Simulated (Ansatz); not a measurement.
A calculation with Ansatz (development build ahead of 0.2.0).

```yaml
crystal:
  periodic: [false, false, false]
  atoms:
    - { symbol: Si, position_ang: [0.00752, -0.00489, -0.13858] }
    - { symbol: H, position_ang: [-0.00573, 1.10435, 0.94027] }
    - { symbol: H, position_ang: [-0.00396, -1.08873, 0.94439] }
basis:
  gaussian: { orbitals: cc-pVTZ }
hamiltonian:
  xc: hf
correlation:
  method: mp2
  frozen_orbitals: { H: 0, Si: 5 }
```

The input is written out in the form of the current development build from the run's settings.

Results

| Property | Result |
| --- | --- |
| Converged | yes |
| Reference energy | -290.02978 hartree |
| Correlation energy | -0.10942 hartree |
| Total energy | -290.13920 hartree |
| Spin squared of the determinant | 0.000 |
